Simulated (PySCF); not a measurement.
**C4H5N: core ionisation energies**

Cyclopropylisocyanide, C₄H₅N.
Atom-mapped SMILES: `[C-:1]#[N+:2][CH:3]1[CH2:4][CH2:5]1`

Level of theory: PySCF 2.14.0, delta-SCF UKS SCAN, pcX-2 on the ionised atom, pcseg-1 elsewhere, spin-free X2C. Binding energies are ΔSCF values: E(core-ionised, relaxed orbitals) − E(ground state) at a fixed geometry, referred to the vacuum level.

**Question.** Give the core binding energies atom by atom.

**Answer.** 
| atom(s) | bonded to | level | binding energy (eV) | above the level's lowest (eV) | count |
| --- | --- | --- | --- | --- | --- |
| C4/C5 | 2 C and 2 H | C 1s | 291.41 | 0.00 | 2 |
| C1 | N (triple bond) | C 1s | 291.76 | +0.35 | 1 |
| C3 | N, 2 C and H | C 1s | 292.89 | +1.48 | 1 |
| N2 | C (triple bond) and C | N 1s | 406.36 | 0.00 | 1 |

The listed C 1s values span 1.48 eV, from C4/C5 (bonded to 2 C and 2 H) to C3 (bonded to N, 2 C and H). Summing the Pauling electronegativity differences to the bonded atoms, each weighted by its formal bond order, gives -0.70 for the lowest site and +0.14 for the highest; the largest sum, +1.47, belongs to C1, 1.13 eV below the top.

**Question.** Give the binding energy of N 1s of N2 (atom 2) in hartree and in kJ/mol.

**Answer.** 406.36 eV = 14.9335 Eh = 39208 kJ/mol.

**Question.** Which effective nuclear charge Zeff reproduces each element's mean 1s value in the hydrogen-like formula E = 13.606 eV × Zeff²?

**Answer.** C (Z = 6): mean 291.9 eV, Zeff = 4.63, Z − Zeff = 1.37; N (Z = 7): mean 406.4 eV, Zeff = 5.47, Z − Zeff = 1.53. Means run over the listed sites, weighted by atom count.

Atoms equivalent by their bonding share one computed value, that of the first of them. Spin contamination (⟨S²⟩ against 0.75 for a pure doublet) is marked for C 1s of C1 (0.86), which makes this value less certain. Geometry: PBE0-D3(BJ)/def2-SVP; no solvent, vibrations or thermal averaging.
